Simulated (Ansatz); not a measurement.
# AlSiH3 (singlet): from Hartree-Fock to the top rungs, cc-pVTZ

One table from this session's results is given with a row withheld; the runs are named, their logs left out.

Computed with Ansatz 0.2.0, Gaussian basis. Level: cc-pVTZ, core rule «outside noble gas», up to 10 orbitals frozen.

To be run: UHF; CCSD(T) on RHF; CCSD(T) on UHF; BCCD(T) on RHF; CCSDT(Q) on RHF; CCSDT(Q) on UHF; CASSCF and NEVPT2, 10 electrons in 11 orbitals.

3 further runs of the same task are left out: 1 for a known fault of the program, 2 set aside as unsound or not needed.

## What is computed

The geometry is a PBE0/def2-TZVP stationary point (not a proven minimum).

5 atoms, charge 0, spin multiplicity 1.

Atoms are counted from 1 here; the program's logs count them from 0.

Bond lengths: Si1–Al2 2.589 Å, Si1–H3 1.498 Å, Si1–H4 1.498 Å, Si1–H5 1.498 Å. Angles: Al2–Si1–H3 112.9°, Al2–Si1–H4 112.9°, Al2–Si1–H5 112.9°, H3–Si1–H4 105.8°, H3–Si1–H5 105.8°, H4–Si1–H5 105.8°.

Set-up of the first run:

Input file in.yaml:

```yaml
crystal:
  periodic: [false, false, false]
  atoms:
    - {symbol: Si, position_ang: [-1.171874, 0.006317, 0.021992]}
    - {symbol: Al, position_ang: [1.416563, -0.007636, -0.026584]}
    - {symbol: H, position_ang: [-1.748562, 1.388936, 0.007564]}
    - {symbol: H, position_ang: [-1.736469, -0.658410, 1.240098]}
    - {symbol: H, position_ang: [-1.781536, -0.702136, -1.148828]}
basis:
  gaussian: {orbitals: cc-pVTZ}
magnetization: {spin_polarized: true, initial_magnetization: 0}
hamiltonian: {xc: hf}
output: {orbitals: {seedname: orbitals}}
```

Run with:

```
$ ansatz run in.yaml --threads 1 --pin off --events-out ev --progress --plain --max-ram 2560MiB --backend cpu
```

Among the steps run: UHF; CCSD(T) on RHF; CCSD(T) on UHF; BCCD(T) on RHF; CCSDT(Q) on RHF; CCSDT(Q) on UHF; CASSCF and NEVPT2, 10 electrons in 11 orbitals.

One table of the session follows, with a row left open; its other results are not shown here.

It belongs to the step «Misses and costs». 

```
        method  from RCCSDT(Q) (meV)
           RHF               +6365.5
           UHF               +6329.7
          RMP2                     ?
         RCCSD                +242.0
      RCCSD(T)                 +42.7
       BCCD(T)                 +41.7
        RCCSDT                  +9.7
     RCCSDT(Q)                     0
CASSCF valence               +4044.9
NEVPT2 valence               +1300.5
```

Q: Estimate the row for RMP2 from the others.

The run gave: from RCCSDT(Q) (meV): +1357.9. In the column «from RCCSDT(Q) (meV)» it lies between NEVPT2 valence (+1300.5) and CASSCF valence (+4044.9).

Not comparable, so not listed: CCSD(T) on UHF; CCSDT(Q) on UHF (they don't share determinant, frozen orbitals or solution with the rows shown, or repeat one).

To keep in mind: Warnings: restricted reference is unstable; spin contamination.
